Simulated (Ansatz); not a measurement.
A made-up structure of CH$_{3}$OSi, doublet:

C1  (-0.489, 0.398, -0.710)
Si2  (0.549, -1.901, 0.832)
O3  (0.434, -0.396, 0.630)
H4  (-1.021, -0.182, -1.457)
H5  (-0.547, 1.478, -0.818)
H6  (0.852, 0.257, 1.213)
(Å)

It is relaxed with PBE-D4/def2-SVP and then PBE0-D4/def2-TZVP (Ansatz 0.2.0). Atoms count as bonded within 1.22 times the sum of their covalent radii (H–H: 0.88 Å). The end point is not checked to be a true minimum.

Does its bonding change? (Judge from chemistry; the calculation decides.)

Computed: Yes. Formed: C1–H6; broken: O3–H6.

Where it ends: The first stage lowers the energy by 5.10 eV in 31 steps. It ends as a complex of CH₃ + SiO:
C1  (-0.635, 0.845, -0.963)
Si2  (1.526, -2.344, 2.233)
O3  (0.798, -1.391, 1.318)
H4  (-1.038, 0.485, -1.899)
H5  (-0.667, 1.904, -0.747)
H6  (-0.206, 0.154, -0.250)
(Å)

For scale, one of the runs: PBE0-D4/def2-TZVP relaxation, 117 basis functions, launched by `ansatz run in.yaml --threads 2 --pin off --events-out ev --progress --plain --max-ram 4352MiB`. The run took about 86 s on 2 CPU threads of an Arm Neoverse V1 (shared host).
